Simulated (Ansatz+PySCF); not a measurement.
The numbers below are computed, except where a source is named.
**Several solutions for singlet H₂O**

```xyz
3

O     0.0000    0.0000   -0.2573
H     0.0000    1.6215    1.0291
H     0.0000   -1.6215    1.0291
```

Basis set: 6-31G (spherical functions). Charge 0, multiplicity 1.

PBE0 (unrestricted) was run from several starts with Ansatz (development build ahead of 0.2.0) and PySCF 2.14.0.

```json
{"run": "A", "program": "Ansatz", "start": "atomic start, no search", "converged": "yes", "energy (hartree)": "-75.93859", "<S²>": "0.00"}
{"run": "B", "program": "PySCF", "start": "program defaults", "converged": "yes", "energy (hartree)": "-75.93859", "<S²>": "0.00"}
{"run": "C", "program": "Ansatz", "start": "search for the lowest state", "converged": "yes", "energy (hartree)": "-76.00751", "<S²>": "1.57"}
{"run": "D", "program": "Ansatz", "start": "stability test followed", "converged": "yes", "energy (hartree)": "-76.00751", "<S²>": "1.57"}
```

**Question.** Which runs reached the lowest solution of this kind, and what is wrong with the others?

**Answer.** C, D reached the lowest solution found. Converged but too high: A by 1.88 eV, B by 1.88 eV. Convergence only shows a stationary point, and even a stable one can lie too high; stability tests and further starts are what find lower ones. Caution: charge can spread falsely over distant fragments. Caution: the unrestricted determinant is a mixture of spin states.
